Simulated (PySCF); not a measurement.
A PySCF script (with the pyscf-properties extension) for the NMR shieldings of `InChI=1S/C5H7F/c1-2-3-4-5-6/h2,4-5H,1,3H2/b5-4-`, on a GFN2-xTB geometry:

```python
import basis_set_exchange as bse
import numpy as np
from pyscf import gto, dft
from pyscf.prop import nmr

atoms = """
C    -2.351580    0.241101    0.101880
C    -1.128125    0.057061    0.559119
C    -0.028681   -0.613066   -0.210886
C     1.098744    0.345520   -0.448554
C     2.338831    0.175115   -0.031544
F     2.727216   -0.917132    0.654066
H    -3.111735    0.728358    0.688215
H    -2.648073   -0.095406   -0.878611
H    -0.849858    0.404511    1.545458
H    -0.415976   -0.960651   -1.172123
H     0.342038   -1.473085    0.351619
H     0.862553    1.249924   -0.987675
H     3.160258    0.858237   -0.188692
"""
names = dict.fromkeys(["C", "F", "H"], "pcSseg-1")
basis = {el: gto.basis.parse(bse.get_basis(n, elements=[el], fmt="nwchem")) for el, n in names.items()}
mol = gto.M(atom=atoms, basis=basis, charge=0, verbose=0)
mf = dft.RKS(mol, xc="PBE0")
mf.grids.level = 2
mf.grids.alignment = dft.numint.BLKSIZE   # the property module wants whole blocks of grid points
mf.conv_tol = 1e-9
mf.kernel()

calc = nmr.RKS(mf)   # GIAO
C = mf.mo_coeff
Co = C[:, mf.mo_occ > 0]
resp = mf.gen_response(singlet=True, hermi=2)
def vind(x):   # induced exchange potential for any number of trial vectors
    d = np.einsum("pi,xij,qj->xpq", C, 2 * x.reshape(-1, C.shape[1], Co.shape[1]), Co, optimize=True)
    return np.einsum("xpq,pi,qj->xij", resp(d - d.transpose(0, 2, 1)), C, Co, optimize=True).ravel()
mo1, _ = nmr.rhf.solve_mo1(calc, with_cphf=vind)
sigma = calc.kernel(mo1)
for i, s in enumerate(sigma):   # ppm
    w = np.linalg.eigvalsh((s + s.T) / 2)
    print("%2d %-2s iso %8.1f  s11 %8.1f  s22 %8.1f  s33 %8.1f" % (i, mol.atom_pure_symbol(i), w.mean(), *w))
```

Question: Give the expected output.

Answer: 
```
 0 C  iso     64.9  s11    -46.8  s22     84.7  s33    157.0
 1 C  iso     40.4  s11    -83.2  s22     50.0  s33    154.3
 2 C  iso    152.6  s11    132.4  s22    147.3  s33    178.0
 3 C  iso     69.2  s11    -39.1  s22     98.8  s33    148.0
 4 C  iso     29.3  s11    -63.5  s22     71.5  s33     79.9
 5 F  iso    298.2  s11    194.4  s22    281.8  s33    418.3
 6 H  iso     26.4  s11     23.5  s22     25.5  s33     30.2
 7 H  iso     26.3  s11     22.8  s22     25.9  s33     30.1
 8 H  iso     25.7  s11     23.3  s22     25.0  s33     28.9
 9 H  iso     29.3  s11     25.5  s22     28.3  s33     34.0
10 H  iso     28.0  s11     24.0  s22     28.1  s33     32.0
11 H  iso     26.9  s11     25.0  s22     26.2  s33     29.3
12 H  iso     24.9  s11     22.1  s22     25.2  s33     27.3
```

These numbers come from an equivalent density-fitted implementation of the same equations, which agrees with the script to about 0.01 ppm for H and up to a few tenths of a ppm for heavy atoms, so last digits may differ.

Question: Turn these shieldings into chemical shifts. Chemical shifts δ = σref − σ; 13C (σ = 186.93 ppm) and 1H (σ = 31.72 ppm) against TMS; CFCl3 for 19F (σ = 170.95 ppm), all at this level.

Answer: Averaging equivalent atoms: C 4: 157.6; C 1: 146.5; C 0: 122.0; C 3: 117.7; C 2: 34.3; F 5: -127.2; H 12: 6.86; H 8: 6.00; H 7: 5.45; H 6: 5.30; H 11: 4.85; H 9/10: 3.08 ppm. Unscaled 19F shifts against computed CFCl3 carry errors that often reach 10 to 50 ppm.

Size and cost of the density-fitted run: 137 basis functions, 29 s wall time on 1 thread of an Arm Neoverse N1, shared host; peak memory 0.64 GiB.
